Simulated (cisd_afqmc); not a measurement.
Input (AFQMC/CISD/aug-cc-pVTZ; cisd_afqmc is a phaseless AFQMC code with CISD trial states that reads the integrals written by Ansatz):

Ansatz 0.2 input:
```python
import cisd_afqmc

open("ham.yaml", "w").write("""\
crystal:
  periodic: [false, false, false]
  atoms:
    - {symbol: C, position_ang: [0.00029017, -1.14228878, -0.00000000]}
    - {symbol: H, position_ang: [-1.05595683, -1.38473478, -0.00000000]}
    - {symbol: H, position_ang: [0.52016717, -1.40738878, 0.91244700]}
    - {symbol: H, position_ang: [0.52016717, -1.40738878, -0.91244700]}
    - {symbol: H, position_ang: [0.01156017, 0.16009922, 0.00000000]}
    - {symbol: O, position_ang: [0.00029017, 1.36164322, 0.00000000]}
basis:
  gaussian:
    orbitals: aug-cc-pVTZ
magnetization: {spin_polarized: true, initial_magnetization: 2}
correlation: {method: ccsd, electrons: outside_noble_gas, hamiltonian_folder: ham}
""")
rep = cisd_afqmc.ansatz("ham.yaml")
e_ccsd = rep["correlation"]["coupled_cluster"]["energy"]["hartree"]
out = cisd_afqmc.run("ham", e_ccsd, trial="CISD", walkers=1000, populations=1, threads=12, dt=0.005, steps=40, early=24, settle=10, least=100,
    cut=5e-5, rank_cut=2e-4, target=0.0004, seconds=1000, seed=4, memory=62639, gpu=True)
```

Output:

```
orbitals 182, occupied [8, 6], factors 842 of 1051, rank of the doubles 631 of 2448
E(HF) = -114.969853
E(CCSD) on the cut factors = -115.382729, shift to the whole factors -0.000015
Energy of the trial state on the determinant = -115.382712
  tau behind 7.2 of longer steps, mean of the populations' last blocks
   2.0  -115.39684
   4.0  -115.39632
   6.0  -115.39611
   8.0  -115.39757
  10.0  -115.39620
  12.0  -115.39629
  14.0  -115.39736
  16.0  -115.39760
  18.0  -115.39692
  20.0  -115.39755
  22.0  -115.39682
blocks 100 (0 outliers left out), error by blocks joined: 1: 0.00015, 2: 0.00018, 4: 0.00020, 8: 0.00018
E(AFQMC/CISD) = -115.39687 +/- 0.00020
```

The determinant is spin-contaminated: <S^2> is 2.06, 0.06 over the pure value.
